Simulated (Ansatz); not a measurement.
H₃OP, SMILES OP: the interaction energy of a dimer with the counterpoise correction, run with the Ansatz DFT code, driven from Python.

The script, `run_dimer.py`:
```python
# -*- coding: utf-8 -*-
"""Binding of a H3OP dimer at a trial geometry."""

import ansatz

params = {
    "basis": "cc-pVDZ",
    "level": "mp2",
}

FIRST = [
    ("O", (0.5371, -0.4158, 0.8197)),
    ("P", (0.0848, 0.2992, -0.6103)),
    ("H", (0.8546, -1.2581, 0.664)),
    ("H", (-1.1577, -0.1897, -0.7255)),
    ("H", (-0.3189, 1.5642, -0.1478)),
]
SECOND = [
    ("O", (-4.5419, 1.2252, -1.8969)),
    ("P", (-3.6796, -0.1858, -2.0592)),
    ("H", (-4.5565, 1.6783, -2.6899)),
    ("H", (-2.4396, 0.2818, -1.8592)),
    ("H", (-3.8223, -0.7233, -0.7678)),
]

def energy(atoms, ghosts=()):
    molecule = ansatz.Crystal.molecule()
    for symbol, xyz in atoms:
        molecule = molecule.atom(symbol, xyz)
    calc = (
        molecule.calculation()
        .basis(gaussian=params["basis"])
        .correlation(params["level"])
    )
    deck = calc.input()
    if ghosts:
        deck = deck.set(ansatz.key.basis.gaussian.ghost_atoms, [{"symbol": s, "position_ang": list(xyz)} for s, xyz in ghosts])
    return ansatz.Session.from_dict(deck).plan().execute().report["free_energy_ev"]

# ghost atoms carry the functions of the partner
both = energy(FIRST + SECOND)
alone = energy(FIRST) + energy(SECOND)
ghosted = energy(FIRST, SECOND) + energy(SECOND, FIRST)
print(f"dimer {both:.6f} eV")
print(f"interaction, uncorrected   {96.485332 * (both - alone):8.3f} kJ/mol")
print(f"interaction, counterpoise  {96.485332 * (both - ghosted):8.3f} kJ/mol")
print(f"basis-set superposition    {96.485332 * (alone - ghosted):8.3f} kJ/mol")
```

How large is the interaction at this pose, and how much of it is basis-set superposition?

Uncorrected it is 13.300 kJ/mol, with the counterpoise correction 17.734 kJ/mol; the difference, 4.43 kJ/mol, is the superposition error. In this basis both values are repulsive.

The output:

Output of `python run_dimer.py`:
```text
dimer -22729.205956 eV
interaction, uncorrected     13.300 kJ/mol
interaction, counterpoise    17.734 kJ/mol
basis-set superposition       4.434 kJ/mol
```

Notes:
- Total energies depend on the basis set; only differences at equal settings carry meaning.
- The dimer is a generated trial pose of unrelaxed monomers, not a minimum, so the figure is no binding energy, and the basis set is small.
- It ran for 2.9 s on 1 thread of Arm Neoverse V2, with other jobs on the host, peak memory 0.21 GiB.
